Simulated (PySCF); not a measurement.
C3H3F3.
SMILES with atom numbers: `[F:1]/[CH:2]=[C:3](/[F:4])[CH2:5][F:6]` (hydrogens: H7 on C2; H8, H9 on C5)

Torsions of this conformer, `[F:1]/[CH:2]=[C:3](/[F:4])[CH2:5][F:6]`: C2–C3–C5–F6 115°.

The closed-shell ground state was solved at several levels (PySCF, density fitting, gas phase, non-relativistic). One conformer (not necessarily the lowest) at the PBE0-D3(BJ)/def2-SVP geometry, without solvent, vibrations or thermal averaging.

```json
{"level": "B3LYP/pcJ-1", "basis functions": "192", "total energy (Eh)": "-415.6079", "HOMO (eV)": "-7.48", "LUMO (eV)": "-0.51", "gap (eV)": "6.97", "dipole (D)": "1.81"}
{"level": "PBE0/pcSseg-1", "basis functions": "117", "total energy (Eh)": "-415.1433", "HOMO (eV)": "-7.71", "LUMO (eV)": "-0.25", "gap (eV)": "7.46", "dipole (D)": "1.82"}
{"level": "CAM-B3LYP/def2-SVPD", "basis functions": "153", "total energy (Eh)": "-415.1872", "HOMO (eV)": "-9.26", "LUMO (eV)": "0.56", "gap (eV)": "9.82", "dipole (D)": "1.86"}
```

Q: What might PBE/pcSseg-2 (258 basis functions) give for the same quantities?

A: Total energy -415.3549 Eh, HOMO -6.42 eV, LUMO -1.42 eV, gap 5.00 eV, dipole 1.67 D.

Q: Over all these levels, which gives the widest orbital gap and which the narrowest?

A: CAM-B3LYP/def2-SVPD (range-separated hybrid) has the widest, 9.82 eV, and PBE/pcSseg-2 (GGA) the narrowest, 5.00 eV. Functional and basis both differ between the two, so the spread mixes both effects.

Q: How far do the dipole and the HOMO energy spread over the levels?

A: The dipole runs from 1.67 to 1.86 D (mean 1.79 D) and the HOMO from -9.26 to -6.42 eV.
